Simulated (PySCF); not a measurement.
**HCl⁻: one state, many levels of theory**

State: ²Σ⁺ (doublet), unpaired electrons σ ↑. Set-up: PySCF, no relativity, basis sets H def2-TZVPPD, Cl def2-TZVPPD. De refers to H + Cl⁻ in their ground configurations, without counterpoise correction. The functionals are run spin-unrestricted. A positive dipole points towards Cl; it is taken about the centre of mass and depends on that origin. Levels whose curve was spin-contaminated or gave no clean fit are not listed.

```tsv
Level	Re (Å)	ωe (cm⁻¹)	De (eV)	μ (D)
UHF-MP2	2.336	293	0.076	n/a
UHF-SCS-MP2	2.325	292	0.073	n/a
UHF-CCSD	2.174	447	n/a	n/a
UHF-CCSD(T)	2.147	480	0.161	n/a
PBE	2.040	547	0.306	2.32
PBEsol	1.953	595	0.409	2.53
BLYP	2.153	518	0.347	2.26
BP86	2.027	573	0.411	2.45
r²SCAN	2.097	566	0.378	2.11
TPSSh	2.130	576	0.442	2.04
B3LYP	2.131	544	0.303	2.10
PBE0	2.062	547	0.234	2.08
LC-ωPBE	2.099	517	0.159	1.81
```

Q: Which functional lies closest to UHF-CCSD(T) in De, which farthest, and by how much do they differ from it?

A: Closest is LC-ωPBE (-4.8 pm in Re, +7.7 % in ωe, -0.00 eV in De against UHF-CCSD(T) in the same basis), farthest TPSSh (-1.7 pm in Re, +20.0 % in ωe, +0.28 eV in De). CCSD(T) converges more slowly with the basis than the functionals do and binds too weakly in this one, so the order can change at the basis-set limit.

Q: What does a quarter of exact exchange do here, going from PBE to PBE0?

A: PBE0 less PBE: +2.2 pm in Re, +0.0 % in ωe, -0.07 eV in De. Exact exchange removes part of the self-interaction that spreads semilocal densities, and in most molecules shortens and stiffens the bond and lowers De; here Re goes the other way.

Q: What does the step from GGA to meta-GGA do here, going from PBE to r²SCAN?

A: r²SCAN less PBE: +5.7 pm in Re, +3.5 % in ωe, +0.07 eV in De. 

Correlated steps freeze 5 core orbitals. The bond is weak. Basis-set superposition, not corrected here, can be much of De in a small basis, most of all at correlated wavefunction levels. For an ion De counts to the pair picked by the measured ionisation energies or electron affinities, which need not be the lowest pair at this level. The highest Kohn–Sham level is positive in this anion. Much of that is self-interaction error, but it also means that the finite basis helps to hold the extra electron. The state is the lowest determinant that a PBE0 search found; another state may lie lower at other levels.

The whole job (state search and all levels along the bond) took about 4.1 min on 1 thread of Arm Neoverse V2 (shared host), peak memory 1.4 GiB.
